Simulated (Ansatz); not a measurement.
Species: C2H6S, SMILES `CSC` (charge 0, multiplicity 1).

**Question.** Give a relaxed geometry from PBE0-D3(BJ)/def2-SVP (Ansatz, a quantum-chemistry and plane-wave program).

**Answer.** the end point of this relaxation (outside a Z-matrix the atoms follow the SMILES, hydrogens last).
Bond lengths (Å): C1–S2 1.803, C1–H4 1.101, C1–H5 1.101, C1–H6 1.099, S2–C3 1.803, C3–H7 1.099, C3–H8 1.101, C3–H9 1.101. Angles (°): S2–C1–H4 111.6, S2–C1–H5 111.6, S2–C1–H6 107.1, H4–C1–H5 109.4, H4–C1–H6 108.5, H5–C1–H6 108.5, C1–S2–C3 99.6, S2–C3–H7 107.1, S2–C3–H8 111.6, S2–C3–H9 111.6, H7–C3–H8 108.5, H7–C3–H9 108.5, H8–C3–H9 109.4.
